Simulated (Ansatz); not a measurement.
## A basis-limit estimate, worked out

An elementary step of C$_{2}$H$_{5}$Al, closed shell (C₂H₂ (C#C) + AlH₃ → C₂H₅Al ([CH2][CH][AlH2]); bonds formed: Al1–C5, H2–C6; bonds broken: Al1–H2). “Start” is the structure reached by relaxing down from the saddle towards the reactants; PBE0-D4/def2-TZVP structures. The saddle:

```
8
angstrom
Al -0.7990 -0.5903 -0.4422
H -0.4650 -1.0006 1.1098
H -0.2537 -1.6565 -1.4832
H -2.1486 0.2326 -0.5754
C 0.7414 0.8800 -0.2805
C 0.7929 0.3878 0.8495
H 1.0610 1.5663 -1.0383
H 1.0710 0.1808 1.8604
```

Computed with Ansatz 0.2.0 (basis: def2-TZVPP and def2-QZVPP); correlated methods freeze the cores.

Energies in eV:

| quantity | saddle | start |
| --- | --- | --- |
| Hartree–Fock, triple zeta (X = 3) | -8720.50070 | -8721.27657 |
| Hartree–Fock, quadruple zeta (X = 4) | -8720.80195 | -8721.57396 |
| MP2 correlation, X = 3 | -11.39564 | -11.17480 |
| MP2 correlation, X = 4 | -12.12517 | -11.90184 |
| CCSD(T) correlation, X = 3 | -12.90040 | -12.62320 |

Question: Work out the barrier at the basis limit: extrapolate Hartree–Fock as E(X) = E∞ + A exp(−7.88 √X) and the MP2 correlation as E(X) = E∞ + B X^−2.97 (the exponents that Neese and Valeev fitted for def2-TZVPP and QZVPP), then add CCSD(T) − MP2 in triple zeta.

Answer: Each step is linear, so take the differences first (saddle − start): Hartree–Fock 0.77587 (X = 3) and 0.77201 (X = 4); MP2 correlation -0.22084 and -0.22333; CCSD(T) correlation -0.27720.
Two points give E∞ = E(4) + w [E(4) − E(3)], with w = 1/(exp(7.88 (2 − √3)) − 1) = 0.1377 for Hartree–Fock and w = 1/((4/3)^2.97 − 1) = 0.7407 for the correlation.
Hartree–Fock: 0.77201 + 0.1377 × (-0.00386) = 0.7715 eV.
MP2 correlation: -0.22333 + 0.7407 × (-0.00249) = -0.2252 eV.
CCSD(T) − MP2: -0.27720 − (-0.22084) = -0.0564 eV.
Sum: 0.7715 + (-0.2252) + (-0.0564) = 0.4899 eV, or 11.30 kcal/mol. Plain CCSD(T) in triple zeta gives 0.4987 eV, so the larger basis shifts the result by -0.0088 eV.

No T1 diagnostic of these runs exceeds 0.019.

Labels in which every atom is bracketed show which atoms are joined, not bond orders.

For scale, one of the runs: CCSD(T)/def2-TZVPP, 174 basis functions, launched by `ansatz run in.yaml --threads 2 --pin off --events-out ev --progress --plain --max-ram 4352MiB`. Hardware: 2 CPU threads of an AMD EPYC 7R13, shared host. Wall time 14 s; peak host memory 1.5 GiB.
